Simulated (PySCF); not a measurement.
Gas-phase reaction: AlH2Cl + CH2Cl2 → AlH3 + CCl3 + H

Method: PySCF energies (xtb for GFN2) plus ideal-gas RRHO corrections (1 bar). † marks an energy on the PBE0/def2-TZVP geometry and frequencies; other levels use their own. MP2 freezes the core. 6-31G* has spherical d functions here. Open shells (unrestricted): CCl3 (multiplicity 2), H (multiplicity 2); the rest are closed-shell singlets. GFN2 has no spin-polarisation term. B3LYP is the form with VWN-RPA correlation. AlH2Cl, AlH3: computed as isolated molecules; such fragments, hydroxides, amides, oligomers or adducts are transient or little studied in the gas. MP2 isn't extrapolated to the basis-set limit; its ΔH°(298 K) is 613.2 kJ in def2-SVP and 631.1 kJ in def2-TZVPP. The harmonic model lacks anharmonicity and excited electronic states, which grow with temperature; levels with a mode under 35 cm⁻¹ are left out.

```tsv
level	ΔE electronic, kJ	ΔH°(298 K), kJ	ΔS°(298 K), J/K	ΔG°(2500 K), kJ
B3LYP/6-31G*	664	623	100	321
GFN2-xTB	669	631	101	329
HF/def2-TZVP†	596	556	101	255
MP2/def2-TZVPP†	671	631	101	330
PBE/def2-SVP	630	591	100	292
PBE0/def2-QZVP†	648	607	101	306
r2SCAN/def2-TZVP†	644	603	101	302
ωB97X-V/def2-TZVP†	659	618	101	317
```
ΔH° is lowest at HF/def2-TZVP† and highest at MP2/def2-TZVPP†. No reference value is set beside these.
